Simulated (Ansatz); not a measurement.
## Ansatz (development build ahead of 0.2.0) run

```yaml
crystal:
  periodic: [false, false, false]
  atoms:
    - { symbol: H, position_ang: [0.0, 0.25851, -1.12917] }
    - { symbol: S, position_ang: [0.0, -0.59384, -0.03886] }
    - { symbol: O, position_ang: [0.0, 0.33532, 1.16802] }
basis:
  gaussian: { orbitals: def2-SVP }
magnetization:
  spin_polarized: true
  initial_magnetization: 1
hamiltonian:
  xc: hf
correlation:
  method: ccsd_t
  frozen_orbitals: { H: 0, O: 1, S: 5 }
scf:
  omitted_lower_state_checks: [starts, atomic_configurations, cluster_reference, orbital_swaps, given_window_search, neighbouring_geometries, increment]
```

The input is written out in the form of the current development build from the run's settings.

Output:

| Quantity | Value |
| --- | --- |
| Converged | yes |
| Reference energy | -472.72249 hartree |
| Correlation energy | -0.33050 hartree |
| Total energy | -473.05299 hartree |
| Stability test | minimum |
